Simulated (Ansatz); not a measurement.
## Rock-salt LiBr: width of the whole s-p valence band by level of theory

No measured value is used here.

```tsv
level (code)	value (eV)
LDA (Ansatz)	13.51
BLYP (Ansatz)	13.46
PBE (Ansatz)	13.44
RPBE (Ansatz)	13.39
B3LYP (VWN-RPA form) (Ansatz)	14.42
HSE06 (Ansatz)	14.58
Hartree–Fock (Ansatz)	17.99
```

Widths are read from band energies on the run's k points.  Values are at the measured cell. Cutoffs and k meshes differ between the levels. Ansatz's density-functional and Hartree–Fock values are scalar-relativistic unless marked +SOC, with PAW data made under PBE.

Ansatz is a first-principles code.
